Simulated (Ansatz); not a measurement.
# H₂S₂ (SMILES SS): functionals against CCSD(T) at one geometry

One table from this session's results is given with a row withheld; the runs are named, their logs left out.

Method: single points in def2-TZVPP; program: Ansatz 0.2.0, Gaussian basis.

Cores are frozen in the correlated methods.

### Starting geometry

SMILES `SS`, 4 atoms, charge 0, spin multiplicity 1.

Atoms are counted from 1 here; the program's logs count them from 0.

Bond lengths: S1–S2 2.034 Å, S1–H3 1.490 Å, S2–H4 1.292 Å. Angles: S2–S1–H3 101.7°, S1–S2–H4 99.2°.

As a file:

| atom | x (Å) | y (Å) | z (Å) |
| --- | --- | --- | --- |
| S1 | 0.82480 | -0.75850 | 0.11260 |
| S2 | 0.03220 | 1.11470 | 0.11860 |
| H3 | -0.24390 | -1.53990 | 0.79690 |
| H4 | -0.66750 | 1.04670 | -0.96490 |

The first run:

Input file run/in.yaml:

```yaml
crystal:
  periodic: [false, false, false]
  atoms:
    - {symbol: S, position_ang: [0.824800, -0.758500, 0.112600]}
    - {symbol: S, position_ang: [0.032200, 1.114700, 0.118600]}
    - {symbol: H, position_ang: [-0.243900, -1.539900, 0.796900]}
    - {symbol: H, position_ang: [-0.667500, 1.046700, -0.964900]}
basis:
  gaussian: {orbitals: def2-TZVPP}
correlation: {method: ccsd_t}
output: {forces: true}
```

The command line of these runs was not kept.

Steps of the session up to this table: CCSD(T)/def2-TZVPP; PBE0-D4/def2-TZVPP; wB97M-V/def2-TZVPP; r2SCAN-D4/def2-TZVPP; PBE-D4/def2-TZVPP; SPW92/def2-TZVPP; r2SCANh-D4/def2-TZVPP.

One of the session's tables, all rows but one given; the rest of the session is left out.

| method | RMS force component (eV/Å) | angle to CCSD(T) forces (°) | dipole (D) |
| --- | --- | --- | --- |
| CCSD(T) | 1.221 | reference | 1.21 |
| PBE0-D4 | 1.210 | 9.1 | 1.26 |
| wB97M-V | 1.223 | 4.6 | 1.20 |
| r2SCAN-D4 | ? | ? | ? |
| PBE-D4 | 1.176 | 12.4 | 1.20 |
| SPW92 | 1.169 | 17.2 | 1.28 |
| r2SCANh-D4 | 1.198 | 8.3 | 1.26 |

Estimate the missing values for r2SCAN-D4.

**Answer.** RMS force component (eV/Å): 1.183; angle to CCSD(T) forces (°): 8.1; dipole (D): 1.25. In the column «RMS force component (eV/Å)» it lies between PBE-D4 (1.176) and r2SCANh-D4 (1.198).
